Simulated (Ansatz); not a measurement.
Basis sets compared for diborane mono Cl (B₂H₅Cl). Charge 0, multiplicity 1. Geometry PBE-D4/def2-TZVP. Ansatz on 4 threads of Arm Neoverse V1 on a shared host; times are rough, and most runs start from earlier orbitals.

```xyz
8

B    -0.2442   -0.6984    0.3980
Cl   -1.8683   -1.3328    0.0577
H     0.4460   -1.2823    1.1798
H     0.4550   -0.4975   -0.7323
B     0.3623    0.7590   -0.3843
H     1.4674    1.1143   -0.0953
H    -0.3346    1.3369   -1.1646
H    -0.2836    0.6008    0.7410
```

Binding counts from free atoms (B doublet, Cl doublet, H doublet) in the same basis, without a counterpoise term.

```tsv
level	functions	energy (Eh)	HOMO (eV)	LUMO (eV)	binding per atom (eV)	wall time
HF/STO-3G	24	-506.2038	-10.64	6.08	3.51	0.1 s
HF/6-31G	41	-511.6981	-12.17	2.70	2.47	0.15 s
PBE-D4/def2-SVP	71	-512.4504	-7.27	-1.97	3.39	0.4 s
PBE0-D4/def2-SVP	71	-512.5122	-8.71	-1.01	3.38	0.45 s
```

**Question.** Estimate the rows for HF/def2-TZVP, PBE-D4/def2-TZVP, PBE0-D4/def2-TZVP (with forces).

**Answer.** 
```json
{"level": "HF/def2-TZVP", "functions": "129", "energy (Eh)": "-511.8104", "HOMO (eV)": "-12.15", "LUMO (eV)": "2.47", "binding per atom (eV)": "2.62", "wall time": "0.4 s"}
{"level": "PBE-D4/def2-TZVP", "functions": "129", "energy (Eh)": "-512.6692", "HOMO (eV)": "-7.46", "LUMO (eV)": "-2.12", "binding per atom (eV)": "3.38", "wall time": "0.7 s"}
{"level": "PBE0-D4/def2-TZVP (with forces)", "functions": "129", "energy (Eh)": "-512.7260", "HOMO (eV)": "-8.85", "LUMO (eV)": "-1.14", "binding per atom (eV)": "3.36", "wall time": "1.3 s"}
```
